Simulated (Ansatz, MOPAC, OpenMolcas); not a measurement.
## SO2F2 (sulfuryl fluoride): methods side by side

SO2F2: 5 atoms, total charge 0, spin state singlet. As SMILES, `O=S(=O)(F)F`. The coordinates come from a PBE0-D4/def2-TZVP relaxation.

Quantity: the atomisation enthalpy at 298 K, in kJ/mol. The values are calculated. The thermal term (zero-point and 298 K enthalpy, harmonic and unscaled) is that of PBE0-D4/def2-TZVP; the spin-orbit lowering of the free atoms at 298 K, 5.3 kJ/mol by their spectra, is taken off. NDDO methods give heats of formation directly, which measured atomic heats turn into atomisation enthalpies; they were fitted to such heats, often of this very molecule.

Measured value to compare with: NIST-JANAF tables; in doubt: the best levels miss it by far, so the table may be at fault gives the atomisation enthalpy at 298 K of the gas as 1693 kJ/mol.

| level | kind | program | value (kJ/mol) | computed − measured | CPU time |
| --- | --- | --- | --- | --- | --- |
| AM1 | semi-empirical | MOPAC | 1742 | +49 | under 2 s |
| HF/6-311+G** | Hartree–Fock | OpenMolcas | 537 | -1156 | 25 s |
| SVWN5/6-311+G** | LDA | OpenMolcas | 1974 | +281 | 46 s |
| revPBE/6-311+G** | GGA | Ansatz | 1434 | -259 | 9 s |
| M06-L/6-311+G** | meta-GGA | OpenMolcas | 1457 | -236 | 1.7 min |
| BHLYP/6-311+G** | global hybrid | OpenMolcas | 1193 | -500 | 50 s |
| CAM-B3LYP/6-311+G** | range-separated hybrid | Ansatz | 1402 | -291 | 11 s |
| MP2/6-311+G** | perturbation theory | Ansatz | 1406 | -287 | 13 s |
| CCSD(T)/6-311+G** | coupled cluster or CI | Ansatz | 1271 | -422 | 65 s |
| CCSD/6-311+G** | coupled cluster or CI | Ansatz | 1207 | -486 | 38 s |

Nearest: AM1 (+49 kJ/mol); farthest: HF/6-311+G** (-1156 kJ/mol). Computed less measured by kind, in kJ/mol (6-311+G** rows): semi-empirical +49; Hartree–Fock -1156; LDA +281; GGA -259; meta-GGA -236; global hybrid -500; range-separated hybrid -291; perturbation theory -287; coupled cluster or CI -486 to -422. In a finite basis correlated wave-function methods underbind, so their errors here aren't those of the basis-set limit. Times are those of the runs behind each value, whatever else they computed, on shared processors of several kinds: orders of magnitude only.
